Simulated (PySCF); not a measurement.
Geometry:
```csv
atom,x (Å),y (Å),z (Å)
F1,0.060,-0.141,1.396
C2,0.005,-0.006,0.067
Cl3,-0.458,1.661,-0.313
Cl4,1.603,-0.371,-0.604
Cl5,-1.201,-1.140,-0.563
```

Geometry: GFN2-xTB; GIAO absolute shieldings from PySCF, gas phase, non-relativistic, averaged over equivalent atoms.

At OPBE/cc-pVTZ (162 basis functions, of the order of 12 core-seconds):
| atoms | σ (ppm) |
| --- | --- |
| F1 | 157.0 |
| C2 | 44.5 |
| Cl3/Cl4/Cl5 | 444.4 |

Problem. Predict the values at BP86/cc-pVTZ on the same geometry.

Solution. 
| atoms | σ at BP86/cc-pVTZ | change |
| --- | --- | --- |
| F1 | 145.4 | -11.6 |
| C2 | 30.1 | -14.4 |
| Cl3/Cl4/Cl5 | 386.1 | -58.3 |

The largest change is at Cl3/Cl4/Cl5 (chlorine bonded to C). Cost: 162 basis functions, about 12 core-seconds.

Carbons that carry Cl, above all several Cl atoms, come out too deshielded, partly because spin–orbit coupling is missing.
